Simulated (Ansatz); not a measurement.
Compare A (`CC(=O)C1CC1`) with its isomer B (`CC1C=COC1`).

Gas-phase electronic energies from Ansatz, PBE0-D4/def2-TZVP geometries. CBS: MP2 limit from def2 TZ/QZ plus the TZ coupled-cluster correction, frozen cores. Functionals use def2-TZVPP. B3LYP here is the variant with VWN-RPA as its local correlation; programs differ in this. Each species was taken in one conformer, which may not be the lowest.

Task: Which is lower in electronic energy at CCSD(T)/CBS, and by how much? (An estimate is asked.)

Result: The calculation gave: A, by 1.7 kcal/mol.

Task: Give E(B) − E(A) in kcal/mol with CCSD(T)/def2-TZVPP, PBE-D4, B3LYP, HF/def2-TZVPP, r2SCAN-D4, B2PLYP, PBE0-D4. (Estimate.)

Result: The calculation gave: CCSD(T)/def2-TZVPP 2.3, PBE-D4 4.4, B3LYP 4.5, HF/def2-TZVPP 4.7, r2SCAN-D4 5.1, B2PLYP 4.1, PBE0-D4 3.8. None reverses the order clearly.

Largest T1 diagnostic: 0.013.

The D4 term adds −1.0 kcal/mol with B3LYP and −0.5 kcal/mol with PBE0; it sums over pairs of atoms, weighted by their polarisabilities, and B3LYP, whose exchange is more repulsive, gets the larger term. In def2-TZVPP, CCSD(T) changes the Hartree–Fock value by −2.4 kcal/mol (the triples alone add −0.2 kcal/mol) and MP2 by −0.7 kcal/mol.
